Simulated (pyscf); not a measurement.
Cl–BH–Cl + SiH₄ → Cl–BH–Cl + SiH₄ (four-centre exchange; singlet surface; B–H, H–Si broken, B–H, H–Si formed). Structures and frequencies: ωB97X-D3(BJ)/def2-SVP in PySCF. Correlated levels are frozen-core, on RHF or UHF. ΔMP2 is the change of the MP2 total energy from the triple- to the quadruple-zeta basis. Energies in kcal/mol from the separated reactants.

```
level                             barrier  reaction energy
--------------------------------  -------  ---------------
r²SCAN/def2-TZVP                     11.2              0.0
PBE0-D3(BJ)/def2-TZVP                 8.8              0.0
ωB97M-D3(BJ)/def2-TZVP               13.2              0.0
HF/def2-TZVP                         30.4              0.0
CCSD/def2-TZVPP                      16.7              0.0
CCSD(T)/def2-TZVPP                   15.0              0.0
CCSD(T)/def2-TZVPP + ΔMP2(QZVPP)      ___              0.0
```

Some entries are withheld; supply them.


- CCSD(T)/def2-TZVPP + ΔMP2(QZVPP), barrier: 14.0

Of the functionals in the table, ωB97M-D3(BJ) is closest to CCSD(T)/def2-TZVPP + ΔMP2(QZVPP) in the barrier (0.8 kcal/mol apart) and PBE0-D3(BJ) least close (5.2 kcal/mol); that level has limits of its own. At the saddle there is also a short B–Si contact that neither side keeps. This is the saddle that the search found; another between the same sides may lie lower. The CCSD(T) − MP2 part came from Ansatz, without density fitting, on the same reference.
